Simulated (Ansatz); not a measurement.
# CH₃ClO₂: a ladder of functionals and wavefunction methods

An exercise on one series of results from a longer session: the logs are not shown, and one member is left open.

The runs use Ansatz 0.2.0, Gaussian basis; functionals in def2-TZVPP, the program's frozen cores in correlated methods.

Plan: LDA (SPW92), PBE-D4, revPBE-D4, BLYP-D4, r2SCAN-D4, B97M-V, PBE0-D4, B3LYP-D4, r2SCANh-D4, r2SCAN0-D4, HSE06-D4, BHLYP-D4, CAM-B3LYP-D4, LC-ωPBE, ωB97X-V, ωB97M-V, B2PLYP, PBE-QIDH; CCSD(T)/def2-SVP; CCSD(T)/def2-TZVPP; MP2/def2-QZVPP; extrapolation to the limit; RPA on PBE.

**Structure used throughout**

All runs share one geometry, relaxed beforehand with PBE0-D4 in a triple-zeta def2 set.

SMILES `OC(O)Cl`, 7 atoms, charge 0, spin multiplicity 1.

Atoms are counted from 1 here; the program's logs count them from 0.

Bond lengths: O1–C2 1.382 Å, O1–H5 0.964 Å, C2–O3 1.368 Å, C2–Cl4 1.794 Å, C2–H6 1.091 Å, O3–H7 0.965 Å. Angles: C2–O1–H5 107.1°, O1–C2–O3 113.2°, O1–C2–Cl4 105.3°, O1–C2–H6 113.3°, O3–C2–Cl4 111.9°, O3–C2–H6 106.8°, Cl4–C2–H6 106.2°, C2–O3–H7 108.0°.

Coordinates:

```
O    -0.6834    0.5792   -0.8187
C    -0.1947   -0.1317    0.2616
O     1.1623   -0.0296    0.4055
Cl   -0.7127   -1.8274   -0.0125
H    -0.4470    1.5038   -0.6805
H    -0.6365    0.1715    1.2124
H     1.5733   -0.3338   -0.4134
```

The first run:

in.yaml

```yaml
crystal:
  periodic: [false, false, false]
  atoms:
    - {symbol: O, position_ang: [-0.683408, 0.579206, -0.818711]}
    - {symbol: C, position_ang: [-0.194740, -0.131654, 0.261554]}
    - {symbol: O, position_ang: [1.162280, -0.029584, 0.405464]}
    - {symbol: Cl, position_ang: [-0.712696, -1.827413, -0.012464]}
    - {symbol: H, position_ang: [-0.447011, 1.503753, -0.680540]}
    - {symbol: H, position_ang: [-0.636513, 0.171471, 1.212447]}
    - {symbol: H, position_ang: [1.573288, -0.333780, -0.413448]}
basis:
  gaussian: {orbitals: def2-TZVPP}
hamiltonian: {xc: lda}
output: {orbitals: {seedname: orbitals}}
```

The run is started by

```
$ ansatz run in.yaml --threads 2 --pin off --events-out ev --progress --plain --max-ram 4352MiB
```

Steps of the session up to this table: LDA; PBE-D4 (GGA); revPBE-D4 (GGA); BLYP-D4 (GGA); r2SCAN-D4 (meta-GGA); B97M-V (meta-GGA); B3LYP-D4 (hybrid); r2SCANh-D4 (hybrid); r2SCAN0-D4 (hybrid); HSE06-D4 (hybrid); BHLYP-D4 (hybrid); CAM-B3LYP-D4 (range-separated); LC-ωPBE (range-separated); ωB97X-V (range-separated); ωB97M-V (range-separated); B2PLYP (double hybrid); PBE-QIDH (double hybrid).

One table of the session follows, with a row left open; its other results are not shown here.

It belongs to the step «Orbital energies across the functionals». 

```
  functional  HOMO (eV)  LUMO (eV)  gap (eV)
 LDA (SPW92)      -7.17      -0.56      6.61
      PBE-D4      -7.00      -0.32      6.68
   revPBE-D4      -6.94      -0.22      6.71
     BLYP-D4      -6.89      -0.26      6.62
   r2SCAN-D4      -7.39       0.00      7.38
      B97M-V      -7.51       0.04      7.55
     PBE0-D4      -8.61       0.78      9.38
    B3LYP-D4      -8.33       0.40      8.73
  r2SCANh-D4      -7.98       0.42      8.40
  r2SCAN0-D4      -8.86       1.03      9.89
    HSE06-D4          ?          ?         ?
    BHLYP-D4     -10.05       1.42     11.47
CAM-B3LYP-D4     -10.06       1.55     11.61
     LC-ωPBE     -11.47       2.93     14.40
     ωB97X-V     -11.10       2.74     13.84
     ωB97M-V     -10.96       2.25     13.22
```

**Question.** Estimate the row for HSE06-D4.

**Answer.** HOMO (eV): -8.20; LUMO (eV): 0.40; gap (eV): 8.59. In the column «HOMO (eV)» it lies between B3LYP-D4 (-8.33) and r2SCANh-D4 (-7.98).
